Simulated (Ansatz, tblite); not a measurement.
Cost and result up the ladder for AlH2(CN) (CH2AlN) (5 atoms). Charge 0, multiplicity 1. Geometry: r2SCAN-D4/def2-TZVP.

```xyz
5

Al   -0.320    0.501   -0.407
H     0.560    1.187   -1.513
H    -1.831    0.810   -0.108
C     0.537   -0.846    0.688
N     1.054   -1.652    1.340
```

Ansatz on 4 threads of Arm Neoverse V1 on a shared host; xTB runs through tblite on one thread. Times are rough, summed over both states, and most runs start from the orbitals of an earlier one. PBE0-D4/def2-TZVP serves as the yardstick here, not as an exact answer. The other state is a doublet.

The xTB rows come from tblite. Correlated methods freeze 7 core orbitals.

Raw xTB energies of ions are shifted by several eV.

```json
{"level": "GFN2-xTB", "functions": "19", "vertical IE (eV)": "14.90", "difference from PBE0-D4/def2-TZVP (eV)": "3.39", "remarks": "–"}
{"level": "PBE-D4/def2-TZVP", "functions": "111", "vertical IE (eV)": "11.14", "difference from PBE0-D4/def2-TZVP (eV)": "-0.37", "remarks": "–"}
{"level": "CCSD(T)/def2-TZVPP", "functions": "132", "vertical IE (eV)": "12.11", "difference from PBE0-D4/def2-TZVP (eV)": "0.59", "remarks": "large T1 (+1 doublet)"}
{"level": "PBE0-D4/def2-TZVP (with forces)", "functions": "111", "vertical IE (eV)": "11.51", "difference from PBE0-D4/def2-TZVP (eV)": "0.00", "remarks": "–"}
{"level": "GFN1-xTB", "functions": "21", "vertical IE (eV)": "15.80", "difference from PBE0-D4/def2-TZVP (eV)": "4.29", "remarks": "–"}
{"level": "r2SCAN-D4/def2-TZVP", "functions": "111", "vertical IE (eV)": "11.28", "difference from PBE0-D4/def2-TZVP (eV)": "-0.23", "remarks": "–"}
```

Problem. Estimate how long each takes.

Solution. GFN2-xTB 0.005 s; GFN1-xTB 0.006 s; PBE-D4/def2-TZVP 2.6 s; PBE0-D4/def2-TZVP (with forces) 2.7 s; r2SCAN-D4/def2-TZVP 3.8 s; CCSD(T)/def2-TZVPP 18 s. On shared hardware such times vary by a factor of up to 3.
